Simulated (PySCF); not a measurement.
C₃H₅F.
Atom-mapped SMILES: `[CH3:1]/[CH:2]=[CH:3]/[F:4]` (hydrogens: H5, H6, H7 on C1; H8 on C2; H9 on C3)

Theory: PySCF, PBE0-D3(BJ)/def2-SVP geometry optimisation, gas phase.

**Question.** List the bond lengths, angles and torsions at this level.

**Answer.** 
| bond | length (bohr) |
| --- | --- |
| C1–C2 | 2.818 |
| C2=C3 | 2.511 |
| C3–F4 | 2.517 |
| C1–H5, C1–H6, C1–H7 | 2.082 |
| C2–H8 | 2.070 |
| C3–H9 | 2.070 |

Bonds in one row agree within 0.02 bohr and their mean is given. A selection of angles:
| angle | degrees |
| --- | --- |
| C2–C1–H5 | 111.3 |
| H5–C1–H6 | 106.7 |
| C1–C2–C3 | 123.8 |
| C1–C2–H8 | 118.8 |
| C3–C2–H8 | 117.4 |
| C2–C3–F4 | 122.5 |
| C2–C3–H9 | 124.9 |
| F4–C3–H9 | 112.6 |

Torsions: C1–C2–C3–F4 180° (antiperiplanar).

The 2 C–C bonds span 1.329 Å (C2=C3, drawn double) to 1.491 Å (C1–C2, drawn single), a spread of 0.162 Å. Of the pairs four or more bonds apart, H7···H9 is among the closest relative to their van der Waals radii: 2.50 Å, 104 % of the sum of Bondi's values. The 4 heavy atoms lie in one plane (0.001 Å rms).

Point group: Cs (tolerance 0.08 Å). Stationary, but not proved a minimum.

Hardware: one thread, Arm Neoverse V1 (aarch64), shared host with 32 logical CPUs at a one-minute load of 9.4. Cost: 13 s, 0.33 GiB resident at most. This is the geometry optimisation.
